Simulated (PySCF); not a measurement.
Gas-phase reaction: 2 H3SiPH2 → 2 PH2 + 3 H2 + 2 Si

Computed with PySCF and rigid-rotor harmonic-oscillator thermochemistry at 1 bar. † marks an energy on the PBE0/def2-TZVP geometry and frequencies; other levels use their own. MP2 freezes the core. 6-31G* has spherical d functions here. Open shells (unrestricted): PH2 (multiplicity 2), Si (multiplicity 3, electronic degeneracy 9); the rest are closed-shell singlets. Spin-orbit splitting is ignored; it lowers the true energy and changes the entropy of Si. B3LYP is the form with VWN-RPA correlation. PH2: computed as isolated molecules; such fragments, hydroxides, amides, oligomers or adducts are transient or little studied in the gas. MP2 isn't extrapolated to the basis-set limit; its ΔH°(298 K) is 1043.8 kJ in def2-SVP and 1103.0 kJ in def2-TZVPP. The harmonic model lacks anharmonicity and excited electronic states, which grow with temperature; levels with a mode under 35 cm⁻¹ are left out. Internal rotation in H3SiPH2 is treated as a harmonic vibration of one conformer, which makes the entropy rough.

| level | ΔE electronic, kJ | ΔH°(298 K), kJ | ΔS°(298 K), J/K | ΔG°(1800 K), kJ |
|---|---|---|---|---|
| B3LYP/6-31G* | 1081 | 1038 | 595 | -45 |
| B3LYP/def2-TZVP† | 1104 | 1063 | 594 | -18 |
| M06-2X/def2-TZVP† | 1148 | 1107 | 594 | 26 |
| MP2/def2-TZVPP† | 1144 | 1103 | 594 | 23 |
| PBE0/def2-TZVP | 1163 | 1121 | 594 | 41 |
| ωB97M-V/def2-TZVP† | 1175 | 1134 | 594 | 54 |
| ωB97X-V/def2-TZVP† | 1207 | 1166 | 594 | 86 |
ΔH° is lowest at B3LYP/6-31G* and highest at ωB97X-V/def2-TZVP†. No reference value is set beside these.
